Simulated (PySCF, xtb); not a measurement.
Two structures of CH3AlS

Structure I: a singlet given by its coordinates. Structure II: `C[S][Al]`, a singlet. Both are isolated molecules in the gas phase, relaxed with B3LYP-D4/def2-SVP.

I (Å):

```yaml
atoms:
  - { symbol: C, position_ang: [-1.0629, -0.6051, 0.9539] }
  - { symbol: Al, position_ang: [0.2984, 0.6804, 0.4274] }
  - { symbol: S, position_ang: [1.7034, 2.0117, -0.1177] }
  - { symbol: H, position_ang: [-2.0612, -0.2657, 0.6336] }
  - { symbol: H, position_ang: [-1.0758, -0.7315, 2.0485] }
  - { symbol: H, position_ang: [-0.8684, -1.5878, 0.4948] }
```

Close contacts (Å): C1–Al2 1.94, Al2–S3 2.01, C1–H4 1.10, C1–H5 1.10, C1–H6 1.10.

II (Å):

```xyz
6

C    -0.8657   -0.5033    0.9561
Al    1.3478    1.2671   -0.1518
S    -0.6949    1.3300    0.7963
H    -1.7475   -0.8329    0.3902
H    -0.9949   -0.7609    2.0161
H     0.0128   -1.0550    0.5740
```

Energies in hartree; the thermal terms are from GFN2-xTB frequencies at re-optimised GFN2-xTB minima (ideal gas, soft modes damped towards free rotors, one conformer each, 298.15 K, 1 atm) and include the zero-point energy:

```
                               I           II
E, CCSD(T)/def2-TZVP  −679.590048  −679.568223
   zero-point energy     0.035371     0.037396
        H(298 K) − E     0.041082     0.043101
        G(298 K) − E     0.009417     0.009171
```

Work out ΔE, ΔE₀, ΔH and ΔG for I → II in kJ/mol (1 Eh = 2625.50 kJ/mol) and the equilibrium ratio [II]/[I].

1. ΔE = −679.568223 − (−679.590048) = +0.021825 Eh = +57.30 kJ/mol.
2. ΔE₀ = ΔE + ΔZPE = +0.021825 + (+0.002025) Eh = +62.62 kJ/mol.
3. ΔH = ΔE + (+0.002019) Eh = +62.60 kJ/mol.
4. ΔG = ΔE + (−0.000246) Eh = +56.66 kJ/mol, so ΔS = (ΔH − ΔG)/T = +19.9 J/(mol K).
5. kT = 0.9442 mEh, so K = [II]/[I] = exp(−ΔG/kT) = exp(−22.85) ≈ 1.2 × 10^−10.

Structure I is favoured at this temperature. An error of 4 kJ/mol in ΔG would change K by a factor of 5. Mirror images and further conformers aren't counted.

Other levels gave ΔE = +57.8 (B3LYP-D4/def2-SVP); +53.5 (HF/def2-TZVP); +71.4 (MP2/def2-TZVP) kJ/mol. The correlated steps freeze 11 core orbitals. Programs: PySCF 2.14.0, xtb 6.7.1.
